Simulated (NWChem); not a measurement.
# How basis sets differ on NCO (nco radical)

NCO: 3 atoms, total charge 0, spin state doublet. SMILES: `[N]=C=O`. Geometry: relaxed at PBE0-D4/def2-TZVP.

```jsonl
{"atom": "N", "x (Å)": "0.9682", "y (Å)": "0.4231", "z (Å)": "0.5792"}
{"atom": "C", "x (Å)": "-0.0138", "y (Å)": "-0.0060", "z (Å)": "-0.0083"}
{"atom": "O", "x (Å)": "-0.9544", "y (Å)": "-0.4171", "z (Å)": "-0.5710"}
```

Quantity: the dipole moment, in D. The values are calculated.

Measured value to compare with: NIST CCCBDB gives the dipole moment of the gas as 0.64 D.

```tsv
level	kind	program	value (D)	computed − measured	CPU time
UCAM-B3LYP/STO-3G	range-separated hybrid	NWChem	1.07	+0.43	2.1 s
UCAM-B3LYP/6-311G**	range-separated hybrid	NWChem	0.73	+0.09	15 s
UCAM-B3LYP/6-311G(2df,2pd)	range-separated hybrid	NWChem	0.72	+0.08	75 s
UCAM-B3LYP/cc-pVTZ	range-separated hybrid	NWChem	0.72	+0.08	2 min
```

Nearest: UCAM-B3LYP/6-311G(2df,2pd) (+0.08 D), UCAM-B3LYP/cc-pVTZ (+0.08 D); farthest: UCAM-B3LYP/STO-3G (+0.43 D). The measured dipole is a vibrational average, so differences of a few hundredths of a debye mean little. Magnitudes only: a small dipole may point the other way at some levels. Sets without polarisation functions give poor dipoles. Without the sets that lack polarisation functions the rows with a basis span only 0.72 to 0.73 D. CPU times are rough (shared hosts, several kinds of processor): they show what a rung costs within a factor of a few.
